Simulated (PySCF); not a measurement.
Compound: C₂H₅S (charge -1).
SMILES: `CC[S-]`

The closed-shell ground state was solved at several levels (PySCF, density fitting, gas phase, non-relativistic). Geometry: PBE0-D3(BJ)/def2-SVP; no solvent, vibrations or thermal averaging. The geometry's basis has no diffuse functions, a weakness for an anion. Where the HOMO energy is positive, the finite basis confines the outermost electrons. No diffuse functions stand in pcSseg-1 and pcSseg-2, which bears on an anion's orbital energies.

| level | basis functions | total energy (Eh) | HOMO (eV) | LUMO (eV) | gap (eV) |
| --- | --- | --- | --- | --- | --- |
| wB97X-D/pcSseg-2 | 185 | -477.4587 | -1.51 | 6.18 | 7.69 |
| PBE0/pcSseg-1 | 83 | -477.1616 | 0.76 | 5.99 | 5.23 |

Estimate the row for PBE0/def2-SVPD, a basis of 107 functions; the other rows only guide the guess.

Total energy -477.0289 Eh, HOMO 0.10 eV, LUMO 4.62 eV, gap 4.52 eV.

Over all these levels, which gives the widest orbital gap and which the narrowest?

wB97X-D/pcSseg-2 (range-separated hybrid) has the widest, 7.69 eV, and PBE0/def2-SVPD (global hybrid, 25 % exact exchange) the narrowest, 4.52 eV. Functional and basis both differ between the two, so the spread mixes both effects.

The pairwise dispersion term of wB97X-D wasn't added to the energies; at a given geometry it leaves orbitals and properties as they are.
